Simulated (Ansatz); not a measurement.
# SiH4O: one structure at several levels

The atoms stand at a structure displaced at random from a GFN2-xTB minimum. How far do the functionals agree with CCSD(T) there?

Computed with Ansatz 0.2.0, Gaussian basis. Level: single points in def2-TZVPP.

Correlated methods freeze the cores. B3LYP uses VWN-RPA correlation.

## (1) The system as given

SMILES `O[SiH3]`, 6 atoms, charge 0, spin multiplicity 1.

Atoms are counted from 1 here; the program's logs count them from 0.

Bond lengths: O1–Si2 1.702 Å, O1–H3 0.964 Å, Si2–H4 1.488 Å, Si2–H5 1.471 Å, Si2–H6 1.474 Å. Angles: Si2–O1–H3 120.3°, O1–Si2–H4 108.6°, O1–Si2–H5 101.5°, O1–Si2–H6 106.5°, H4–Si2–H5 111.9°, H4–Si2–H6 112.0°, H5–Si2–H6 115.5°.

Coordinates:

| atom | x (Å) | y (Å) | z (Å) |
| --- | --- | --- | --- |
| O1 | 0.6301 | -0.9913 | 0.4590 |
| Si2 | -0.0384 | 0.4274 | -0.2013 |
| H3 | 0.0694 | -1.6205 | 0.9273 |
| H4 | -1.1015 | 0.0450 | -1.1695 |
| H5 | 1.1303 | 1.0167 | -0.8734 |
| H6 | -0.5762 | 1.2022 | 0.9310 |

## (2) CCSD(T)/def2-TZVPP

File run/in.yaml:

```yaml
crystal:
  periodic: [false, false, false]
  atoms:
    - {symbol: O, position_ang: [0.630100, -0.991300, 0.459000]}
    - {symbol: Si, position_ang: [-0.038400, 0.427400, -0.201300]}
    - {symbol: H, position_ang: [0.069400, -1.620500, 0.927300]}
    - {symbol: H, position_ang: [-1.101500, 0.045000, -1.169500]}
    - {symbol: H, position_ang: [1.130300, 1.016700, -0.873400]}
    - {symbol: H, position_ang: [-0.576200, 1.202200, 0.931000]}
basis:
  gaussian: {orbitals: def2-TZVPP}
correlation: {method: ccsd_t}
output: {forces: true}
```

No record of the launch command was kept for these runs.

## (3) PBE0-D4/def2-TZVPP

run/in.yaml, as its differences from that of step 2:

```diff
@@ -11,3 +11,3 @@
   gaussian: {orbitals: def2-TZVPP}
-correlation: {method: ccsd_t}
-output: {forces: true}
+hamiltonian: {xc: pbe0, dispersion: d4}
+output: {forces: true, orbitals: {seedname: orbitals}}
```

## (4) wB97M-V/def2-TZVPP

run/in.yaml, as its differences from that of step 3:

```diff
@@ -11,3 +11,3 @@
   gaussian: {orbitals: def2-TZVPP}
-hamiltonian: {xc: pbe0, dispersion: d4}
-output: {forces: true, orbitals: {seedname: orbitals}}
+hamiltonian: {xc: {name: wB97M-V}}
+output: {forces: true}
```

## (5) r2SCAN-D4/def2-TZVPP

run/in.yaml, as its differences from that of step 4:

```diff
@@ -11,3 +11,3 @@
   gaussian: {orbitals: def2-TZVPP}
-hamiltonian: {xc: {name: wB97M-V}}
+hamiltonian: {xc: r2scan, dispersion: d4}
 output: {forces: true}
```

## (6) PBE-D4/def2-TZVPP

run/in.yaml, as its differences from that of step 5:

```diff
@@ -11,3 +11,3 @@
   gaussian: {orbitals: def2-TZVPP}
-hamiltonian: {xc: r2scan, dispersion: d4}
+hamiltonian: {xc: pbe, dispersion: d4}
 output: {forces: true}
```

## (7) B3LYP-D4/def2-TZVPP

run/in.yaml, as its differences from that of step 6:

```diff
@@ -11,3 +11,3 @@
   gaussian: {orbitals: def2-TZVPP}
-hamiltonian: {xc: pbe, dispersion: d4}
+hamiltonian: {xc: {name: B3LYP}, dispersion: d4}
 output: {forces: true}
```

## (8) BHLYP-D4/def2-TZVPP

run/in.yaml, as its differences from that of step 7:

```diff
@@ -11,3 +11,3 @@
   gaussian: {orbitals: def2-TZVPP}
-hamiltonian: {xc: {name: B3LYP}, dispersion: d4}
+hamiltonian: {xc: {name: BHLYP}, dispersion: d4}
 output: {forces: true}
```

(Steps that only read results are left out.)

What does the calculation give? Wanted: energy less free atoms, CCSD(T)/def2-TZVPP; RMS force component; RMS force error; HOMO and LUMO, PBE0-D4; T1 diagnostic.

As calculated:

| quantity | value |
| --- | --- |
| energy less free atoms, CCSD(T)/def2-TZVPP | -1880.0 kJ/mol |
| RMS force component | 0.518 to 0.696 eV/Å over the methods |
| RMS force error | PBE0-D4 0.073, wB97M-V 0.043, r2SCAN-D4 0.059, PBE-D4 0.202, B3LYP-D4 0.039, BHLYP-D4 0.216 eV/Å |
| HOMO and LUMO, PBE0-D4 | -8.57 and -0.09 eV |
| T1 diagnostic | 0.011 |

Against CCSD(T) the functionals' energies less atoms differ by -44.5 to +6.9 kJ/mol, PBE-D4 by -22.9 kJ/mol. CCSD(T) in triple zeta still lacks some correlation energy of the bonds, so part of these gaps is its own basis error and they don't rank the functionals. The forces of B3LYP-D4 come nearest to CCSD(T), those of BHLYP-D4 are farthest. Frozen-core CCSD(T) forces in triple zeta carry basis errors of their own, and this is one geometry, so small gaps rank nothing.
